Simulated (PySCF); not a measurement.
Compound: ethoxyacetonitrile, C4H7NO.
SMILES with atom numbers: `[CH3:1][CH2:2][O:3][CH2:4][C:5]#[N:6]` (hydrogens: H7, H8, H9 on C1; H10, H11 on C2; H12, H13 on C4)

Cartesian coordinates in Å at the PBE0-D3(BJ)/def2-SVP level; atoms count from 1:
```
atom  x, y, z in Å
C1     2.002    0.232   -0.182
C2     0.910    1.039    0.490
O3    -0.164    0.259    0.976
C4    -0.956   -0.349    0.014
C5    -1.647    0.609   -0.870
N6    -2.167    1.377   -1.562
H7     2.848    0.889   -0.432
H8     2.367   -0.562    0.486
H9     1.667   -0.232   -1.123
H10    1.306    1.550    1.379
H11    0.528    1.824   -0.192
H12   -1.721   -0.939    0.542
H13   -0.395   -1.051   -0.633
```

All values: PBE0/def2-SVPD (PySCF, non-relativistic), on one gas-phase PBE0-D3(BJ)/def2-SVP geometry that isn't relaxed in the solvent. The solvent is an IEF-PCM continuum (cavity from Bondi-type radii × 1.2). The model holds no explicit solvent molecules, cavitation or dispersion.

Gas phase at PBE0/def2-SVPD: HOMO -8.42 eV, LUMO 0.04 eV, dipole 3.36 D.

**Question.** What does the continuum do to the energy, the frontier levels and the dipole at PBE0/def2-SVPD in chloroform and water?

**Answer.** 
```
   solvent      ε  E(solvent) − E(gas) (kJ/mol)  polarisation term (kJ/mol)  distortion of the solute (kJ/mol)  HOMO (eV)  LUMO (eV)  dipole (D)
chloroform  4.711                        -21.49                      -24.56                               3.07      -8.25       0.02        4.00
     water  78.36                        -30.34                      -36.60                               6.26      -8.20      -0.01        4.27
```

Polarisation term: ½ Σ q·V over the induced surface charges. Distortion: the rise of the solute's own energy as its density leaves the gas-phase optimum. From chloroform to water the lowering changes by a factor 1.41, Onsager's factor (ε − 1)/(2ε + 1) by 1.38 and ε itself by 16.6.

**Question.** Which radius a makes the point-dipole formula ΔE = −[(ε − 1)/(2ε + 1)]·μ²/a³ give the value in water, with the gas-phase dipole?

**Answer.** μ = 1.322 au and |ΔE| = 0.01156 Eh give a = 2.22 Å; the farthest nucleus lies 3.09 Å from the centroid of the nuclei, so such a sphere wouldn't even hold the nuclei. The formula assumes a rigid point dipole at the centre of a sphere.

**Question.** Give the dipole vector in the frame of the coordinates (D, pointing from negative to positive charge), gas and water.

**Answer.** Gas (2.48, -2.05, 0.97), solvent (3.03, -2.78, 1.14). Its length changes by +27 % and its direction by 3°.

**Question.** How does the static polarisability (PBE0/def2-SVPD, frozen core, with the continuum's full static response) change?

**Answer.** 
| medium | isotropic (au) | principal values (au) | ⟨r²⟩ of the electrons (bohr²) |
| --- | --- | --- | --- |
| gas | 56.9 | 49.0, 54.8, 66.8 | 657.9 |
| chloroform | 68.6 | 59.7, 66.2, 79.8 | 658.6 |
| water | 74.6 | 65.6, 71.8, 86.3 | 659.0 |

The isotropic value in water is 1.31 times the gas-phase one; no cavity-field correction is applied. ⟨r²⟩ is taken about the centre of nuclear charge.
